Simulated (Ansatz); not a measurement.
# CH3BO (SMILES B1CO1): functionals against CCSD(T) at one geometry

The atoms stand at a structure displaced at random from a GFN2-xTB minimum. How far do the functionals agree with CCSD(T) there?

Method: single points in def2-TZVPP; program: Ansatz 0.2.0, Gaussian basis.

Correlated methods freeze the cores.

## 1. The starting structure

SMILES `B1CO1`, 6 atoms, charge 0, spin multiplicity 1.

Atoms are counted from 1 here; the program's logs count them from 0.

Bond lengths: B1–C2 1.560 Å, B1–O3 1.353 Å, B1–H4 1.003 Å, C2–O3 1.422 Å, C2–H5 1.127 Å, C2–H6 1.128 Å. Angles: C2–B1–O3 57.9°, C2–B1–H4 161.1°, O3–B1–H4 141.0°, B1–C2–O3 53.7°, B1–C2–H5 119.1°, B1–C2–H6 121.0°, O3–C2–H5 111.5°, O3–C2–H6 115.2°, H5–C2–H6 117.8°, B1–O3–C2 68.3°.

Coordinates:

```
atom    x (Å)    y (Å)    z (Å)
  B1  -0.7353  -0.4276  -0.3764
  C2   0.5520   0.1656   0.2751
  O3  -0.6119   0.8915  -0.1016
  H4  -1.3785  -1.0821  -0.7801
  H5   1.4297   0.4240  -0.3821
  H6   0.7305   0.0877   1.3859
```

## 2. CCSD(T)/def2-TZVPP

run/in.yaml

```yaml
crystal:
  periodic: [false, false, false]
  atoms:
    - {symbol: B, position_ang: [-0.735300, -0.427600, -0.376400]}
    - {symbol: C, position_ang: [0.552000, 0.165600, 0.275100]}
    - {symbol: O, position_ang: [-0.611900, 0.891500, -0.101600]}
    - {symbol: H, position_ang: [-1.378500, -1.082100, -0.780100]}
    - {symbol: H, position_ang: [1.429700, 0.424000, -0.382100]}
    - {symbol: H, position_ang: [0.730500, 0.087700, 1.385900]}
basis:
  gaussian: {orbitals: def2-TZVPP}
correlation: {method: ccsd_t}
output: {forces: true}
```

The command line of these runs was not kept.

## 3. PBE0-D4/def2-TZVPP

run/in.yaml, as its differences from that of step 2:

```diff
@@ -11,3 +11,3 @@
   gaussian: {orbitals: def2-TZVPP}
-correlation: {method: ccsd_t}
-output: {forces: true}
+hamiltonian: {xc: pbe0, dispersion: d4}
+output: {forces: true, orbitals: {seedname: orbitals}}
```

## 4. wB97M-V/def2-TZVPP

run/in.yaml, as its differences from that of step 3:

```diff
@@ -11,3 +11,3 @@
   gaussian: {orbitals: def2-TZVPP}
-hamiltonian: {xc: pbe0, dispersion: d4}
-output: {forces: true, orbitals: {seedname: orbitals}}
+hamiltonian: {xc: {name: wB97M-V}}
+output: {forces: true}
```

## 5. r2SCAN-D4/def2-TZVPP

run/in.yaml, as its differences from that of step 4:

```diff
@@ -11,3 +11,3 @@
   gaussian: {orbitals: def2-TZVPP}
-hamiltonian: {xc: {name: wB97M-V}}
+hamiltonian: {xc: r2scan, dispersion: d4}
 output: {forces: true}
```

## 6. PBE-D4/def2-TZVPP

run/in.yaml, as its differences from that of step 5:

```diff
@@ -11,3 +11,3 @@
   gaussian: {orbitals: def2-TZVPP}
-hamiltonian: {xc: r2scan, dispersion: d4}
+hamiltonian: {xc: pbe, dispersion: d4}
 output: {forces: true}
```

## 7. LC-wPBE/def2-TZVPP

run/in.yaml, as its differences from that of step 6:

```diff
@@ -11,3 +11,3 @@
   gaussian: {orbitals: def2-TZVPP}
-hamiltonian: {xc: pbe, dispersion: d4}
+hamiltonian: {xc: {name: LC-wPBE}}
 output: {forces: true}
```

## 8. wB97X-V/def2-TZVPP

run/in.yaml, as its differences from that of step 7:

```diff
@@ -11,3 +11,3 @@
   gaussian: {orbitals: def2-TZVPP}
-hamiltonian: {xc: {name: LC-wPBE}}
+hamiltonian: {xc: {name: wB97X-V}}
 output: {forces: true}
```

(Steps that only read results are left out.)

**Question.** What will these runs give? Wanted: energy less free atoms, CCSD(T)/def2-TZVPP; RMS force component; RMS force error; HOMO and LUMO, PBE0-D4; T1 diagnostic.

As calculated:

| quantity | value |
| --- | --- |
| energy less free atoms, CCSD(T)/def2-TZVPP | -533.2 kcal/mol |
| RMS force component | 2.791 to 2.921 eV/Å over the methods |
| RMS force error | PBE0-D4 0.293, wB97M-V 0.191, r2SCAN-D4 0.143, PBE-D4 0.142, LC-wPBE 0.375, wB97X-V 0.206 eV/Å |
| HOMO and LUMO, PBE0-D4 | -7.77 and -0.62 eV |
| T1 diagnostic | 0.016 |

**Reading.** Against CCSD(T) the functionals' energies less atoms differ by -34.1 to -17.5 kcal/mol, PBE-D4 by -34.1 kcal/mol. CCSD(T) in triple zeta still lacks some correlation energy of the bonds, so part of these gaps is its own basis error and they don't rank the functionals. For forces PBE-D4 does best and LC-wPBE worst. Frozen-core CCSD(T) forces in triple zeta carry basis errors of their own, and this is one geometry, so small gaps rank nothing.
